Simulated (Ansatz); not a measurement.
C2H5FO2 (`CC(O)(O)F`), relaxed with RKS PBE-D4/def2-SVP in the Gaussian-basis code of Ansatz from a rough embedded geometry. The force threshold is 0.03 eV/Å; the program also tests the step.

Charge 0, multiplicity 1.

Start:

```xyz
10

C    -0.879   -0.188    0.795
C     0.227    0.044   -0.203
O     1.006   -1.079   -0.275
O    -0.244    0.349   -1.529
F     1.042    1.040    0.151
H    -1.469    0.808    0.868
H    -1.547   -0.950    0.487
H    -0.471   -0.373    1.748
H     1.971   -0.743   -0.297
H     0.365    1.091   -1.745
```

(1) How much energy does the relaxation release, and in how many steps? (Best estimate.)

(2) Which bonds change most? (Best estimate.)

(3) Give the relaxed structure. (Best estimate.)

## Answers

(1) Ansatz gave: 56.74 kJ/mol, in 21 steps, 4 of them rejected.

(2) Computed: C2–F5 from 1.335 to 1.416 Å; C1–H6 from 1.160 to 1.107 Å; C1–H8 from 1.053 to 1.106 Å; C1–H7 from 1.059 to 1.106 Å.

(3) The calculation gave: 
```xyz
10

C    -0.866   -0.098    0.725
C     0.386    0.036   -0.124
O     1.154   -1.091   -0.005
O     0.146    0.258   -1.479
F     1.102    1.160    0.355
H    -1.455    0.838    0.679
H    -1.481   -0.937    0.351
H    -0.590   -0.290    1.778
H     1.830   -1.032   -0.710
H    -0.226    1.156   -1.568
```
